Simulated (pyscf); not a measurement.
## Routes from H₂N–Si:–OH [singlet] + H₂

Candidate steps break at most two bonds and form at most two. Each was searched with GFN2-xTB (tblite) first. PySCF, gas phase, ωB97X-D3(BJ)/def2-SVP geometries. Energies: ωB97M-D3(BJ)/def2-TZVP, kcal/mol, from the separated reactants, singlet surface; ΔG‡ with ideal gas, 1 atm, RRHO with modes under 100 cm⁻¹ raised to 100, one conformer, R ln 2 for chiral ones without a mode under 150 cm⁻¹.

```
products                                  type   ΔE‡     ΔE  ΔG‡ 298 K  ΔG‡ 900 K  ν‡ (cm⁻¹)
------------------------  --------------------  ----  -----  ---------  ---------  ---------
HO–SiH: [singlet] + NH₃   four-centre exchange  38.6  +25.6       47.0       64.1      1473i
H₂N–SiH: [singlet] + H₂O  four-centre exchange  42.9  +29.5       51.7       69.2      1422i
```

Row 1: On the product side the descent ends in an adduct with a N–Si contact (not fully relaxed), 20.0 kcal/mol under the separated species and 32.0 kcal/mol under the saddle at ωB97X-D3(BJ)/def2-TZVP. Row 2: On the product side the descent ends in a complex, 7.2 kcal/mol under the separated species and 20.6 kcal/mol under the saddle at ωB97X-D3(BJ)/def2-TZVP. 

Plain bond fissions and candidates not yet searched are not listed, and one of them may be faster. Each barrier is that of the saddle found; lower ones may exist.
